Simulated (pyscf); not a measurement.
hydrogen fluoride (HF) + F–Ge:–F [singlet] + hydrogen (H₂) → F–GeH(F)–F + hydrogen (H₂), a multi-bond step (singlet surface; F–H, H–H broken, F–Ge, Ge–H, H–H formed). Structures and frequencies: ωB97X-D3(BJ)/def2-SVP in PySCF. Energies in eV from the separated reactants.

Small-basis levels: PySCF, no dispersion term, spherical d functions. 

### Question
Quick B3LYP/6-31G*+LANL2DZ single points give ΔE‡ = 1.32 eV and ΔE = -1.62 eV. What does ωB97M-D3(BJ)/def2-TZVP give, and how far is the quick result from it?

### Answer
ωB97M-D3(BJ)/def2-TZVP gives ΔE‡ = 1.80 eV and ΔE = -0.94 eV. B3LYP/6-31G*+LANL2DZ lies 0.49 eV under it in the barrier and 0.69 eV under it in the reaction energy, so on this step it does not hold to within 0.13 eV. ωB97M-D3(BJ)/def2-TZVP has limits of its own. On the reactant side the descent ends in a bound adduct (not fully relaxed), 0.36 eV under the separated species and 2.05 eV under the saddle at ωB97X-D3(BJ)/def2-TZVP. At ωB97X-D3(BJ)/def2-TZVP the barrier from the zero used here is 1.69 eV. One saddle was located; it need not be the lowest between these sides. In the def2 sets elements up to Kr have no core potential.
